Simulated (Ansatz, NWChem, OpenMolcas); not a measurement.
**Strength of the Mg–S bond: MgSH → HS + Mg**

Species: MgSH `[Mg][SH]`, doublet; HS, doublet; Mg atom, singlet. 

Shapes, held fixed at every level: PBE0-D4/def2-TZVP. Programs: Ansatz 0.2.0, NWChem 7.3.0, OpenMolcas 26.06. A level may come from different programs for different species; with the same settings they agree closely. The zero-point and thermal change to 298 K, harmonic and unscaled (PBE0-D4/def2-TZVP), is -1.7 kJ/mol.

| level | kind | ΔH(298 K) (kJ/mol) | less CCSD(T)/def2-TZVPP |
| --- | --- | --- | --- |
| HF/def2-TZVPP | Hartree–Fock | +155.1 | -30.1 |
| PBE-D4/def2-TZVPP | GGA | +212.3 | +27.1 |
| r2SCAN-D4/def2-TZVPP | meta-GGA | +224.5 | +39.3 |
| B3LYP/6-31G* (spherical functions) | global hybrid | +179.8 | -5.4 |
| r2SCAN0-D4/def2-TZVPP | global hybrid | +216.5 | +31.3 |
| B2PLYP/def2-TZVPP | double hybrid | +190.2 | +5.0 |
| MP2/def2-TZVPP | perturbation theory | +213.1 | +27.9 |
| CCSD(T)/def2-TZVPP | coupled cluster or CI | +185.2 | 0.0 |

The highest level, CCSD(T)/def2-TZVPP, gives ΔH(298 K) = +185.2 kJ/mol; the levels span +155.1 to +224.5. A fragment pairs its electrons up again, so this isn't a typical strength of such a bond. The column of differences is taken from that level and isn't an error. No measured value is set beside it here. Open shells run unrestricted unless RO is named. Correlated rows may include outer-core shells of Mg, which these sets cover unevenly.
